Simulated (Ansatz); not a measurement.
Abridged output of a molecular run in Ansatz:

```
Functional definition: HF
719 factors; integrals over basis functions are off by at most 9.7e-4 eV
mean field evaluation 1: about -14719.3509 eV, gradient 3.7e1 eV
mean field evaluation 2: about -14719.3576 eV, gradient 3.7e1 eV
mean field evaluation 4: about -14722.6463 eV, gradient 2.7e0 eV
mean field evaluation 8: about -14722.6790 eV, gradient 5.9e-4 eV
mean field -14722.67903213 eV, -541.0484750406 hartree, gradient 1.4e-6 eV, S^2 0.000000; 0 other end points of the search recorded, 0 dependent functions left out
11 core orbitals not correlated: weight in the atoms' cores, before any rotation towards them, 1.000 or more for the frozen orbitals, at most 0.000 for the correlated occupied ones
reference -14722.67903213 eV, -541.0484750406 hartree; 8, 8 occupied and 56, 56 virtual orbitals, 719 factors
second order -8.28699836 eV of doubles, -0.00000000 eV of singles
cycle   1  -8.91377070 eV  change   -6.3e-1 eV  update   8.3e-2
cycle   2  -9.24710140 eV  change   -3.3e-1 eV  update   2.6e-2
cycle   3  -9.32045377 eV  change   -7.3e-2 eV  update   1.3e-2
cycle   4  -9.31527024 eV  change    5.2e-3 eV  update   3.6e-3
cycle   5  -9.31527103 eV  change   -7.9e-7 eV  update   1.3e-3
cycle   6  -9.31515559 eV  change    1.2e-4 eV  update   3.8e-4
cycle   7  -9.31505428 eV  change    1.0e-4 eV  update   1.1e-4
cycle   8  -9.31507071 eV  change   -1.6e-5 eV  update   3.5e-5
cycle   9  -9.31507079 eV  change   -8.0e-8 eV  update   8.2e-6
perturbative correction -0.22781066 eV, -0.0083718872 hartree
Total energy: -14732.22191358 eV, -541.3991694654 hartree
```

Its atoms:

Cartesian coordinates in Å:
```
Al 0.3808 0.1971 -1.5649
N -0.5943 -0.0803 -0.0950
Al -0.0796 -0.1566 1.6130
H 1.9376 0.4150 -1.3849
H -0.3444 0.2141 -2.9746
H -1.5867 -0.2139 -0.2537
H -1.1717 -0.4173 2.7324
H 1.4584 0.0419 1.9277
```

(1) Which basis set was used?
A. def2-SVP
B. def2-TZVPPD
C. cc-pV(Q+d)Z
D. def2-TZVPP

(2) Write the keys of the input that set method, charge and spin (a neutral closed shell needs none for the last two).

Results:

(1) A. It gives 75 functions.

(2) 
```yaml
correlation: {method: ccsd_t}
```
